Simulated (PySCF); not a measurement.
# Running PySCF for SiO

Input:

```python
from pyscf import gto, dft

mol = gto.M(
    atom='Si 0 0 0; O 0 0 1.467',
    basis='6-31g*',
    charge=0,
    spin=0,
    verbose=3,
)
mf = dft.RKS(mol, xc='revtpss')
mf.kernel()
mf.analyze()
print('orbital energies (hartree):', mf.mo_energy[..., max(0, mol.nelec[1]-3):mol.nelec[0]+3].round(4))
```

```bash
$ OMP_NUM_THREADS=1 python input.py
```

Output (some set-up lines and the per-cycle HOMO/LUMO lines with their warnings removed):

```
converged SCF energy = -364.576450259341
**** MO energy ****
MO #1   energy= -65.7262762445862  occ= 2
MO #2   energy= -18.9258672957043  occ= 2
MO #3   energy= -5.1423112715963   occ= 2
MO #4   energy= -3.50178719658921  occ= 2
MO #5   energy= -3.5017871965892   occ= 2
MO #6   energy= -3.49586441160071  occ= 2
MO #7   energy= -0.894841574031505 occ= 2
MO #8   energy= -0.392207002225227 occ= 2
MO #9   energy= -0.302891103062478 occ= 2
MO #10  energy= -0.302891103062473 occ= 2
MO #11  energy= -0.272444907241776 occ= 2
MO #12  energy= -0.0833464445328865 occ= 0
MO #13  energy= -0.083346444532883 occ= 0
MO #14  energy= 0.0343687699779447 occ= 0
[18 lines left out]
 ** Mulliken atomic charges  **
charge of    0Si =      0.58840
charge of    1O =     -0.58840
Dipole moment(X, Y, Z, Debye): -0.00000,  0.00000, -2.18635
orbital energies (hartree): [-0.3029 -0.3029 -0.2724 -0.0833 -0.0833  0.0344]
```

In short: E(SCF) = -364.576450 Eh, μz(SCF) = -2.19 D.

It ran on Intel Xeon Platinum 8488C (1 thread, shared host) in 2.7 s, peak memory 0.16 GiB.

Stability towards an unrestricted solution was not tested. The bond length is a typed value, not an optimised one.
